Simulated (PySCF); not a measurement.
Gas-phase reaction: SiHCl + SiH4 + H3SiSiCl3 ⇌ 4 SiH2Cl

Method: PySCF energies (xtb for GFN2) plus ideal-gas RRHO corrections (1 bar). † marks an energy on the PBE0/def2-TZVP geometry and frequencies; other levels use their own. MP2 freezes the core. 6-31G* has spherical d functions here. Open shells (unrestricted): SiH2Cl (multiplicity 2); the rest are closed-shell singlets. GFN2 has no spin-polarisation term. B3LYP is the form with VWN-RPA correlation. SiHCl, H3SiSiCl3, SiH2Cl: computed as isolated molecules; such fragments, hydroxides, amides, oligomers or adducts are transient or little studied in the gas. MP2 isn't extrapolated to the basis-set limit; its ΔH°(298 K) is 442.3 kJ in def2-SVP and 458.5 kJ in def2-TZVPP. The harmonic model lacks anharmonicity and excited electronic states, which grow with temperature; levels with a mode under 35 cm⁻¹ are left out. Internal rotation in H3SiSiCl3 is treated as a harmonic vibration of one conformer, which makes the entropy rough.

```tsv
level	ΔE electronic, kJ	ΔH°(298 K), kJ	ΔS°(298 K), J/K	ΔG°(1200 K), kJ
B3LYP/6-31G*	439	430	219	177
B3LYP/def2-TZVP†	434	425	216	175
GFN2-xTB	445	438	204	203
M06-2X/def2-TZVP†	447	437	216	188
MP2/def2-SVP†	451	442	216	193
PBE0/def2-TZVP	430	421	216	172
```
ΔH° is lowest at PBE0/def2-TZVP and highest at MP2/def2-SVP†. No reference value is set beside these.
